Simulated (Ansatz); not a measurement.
CsCl-type TlCl, treated with PBEsol (PAW; Ansatz, a quantum-chemistry and plane-wave program).

Run with plane-wave cutoff 520 eV, 6×6×6 k mesh, scalar-relativistic PAW data made under PBE.

Cell (relaxed at this level):

TlCl has the cubic space group Pm-3m (No. 221), the CsCl type structure, Pearson symbol cP2. Cell: a = b = c = 3.7696 Å, α = β = γ = 90.00°. Tl on 1a is surrounded by 8 Cl at 3.265 Å (cubic). Cl on 1b sees 8 Tl at 3.265 Å (cubic). (Neighbours: up to the widest gap in distance over summed covalent radii, below 1.35, at either atom; cation-cation and far metal-metal contacts left out.)

Predict the Young modulus, elastic constant C12, elastic constant C11 and elastic constant C44.


- Young modulus = 30.9 GPa
- elastic constant C12 = 21.2 GPa
- elastic constant C11 = 47.7 GPa
- elastic constant C44 = 10.7 GPa

Elastic constants are with the ions relaxed.

Spin–orbit coupling is not included; it can shift volumes and moduli of such heavy elements.

Static lattice: no zero-point or thermal effects.
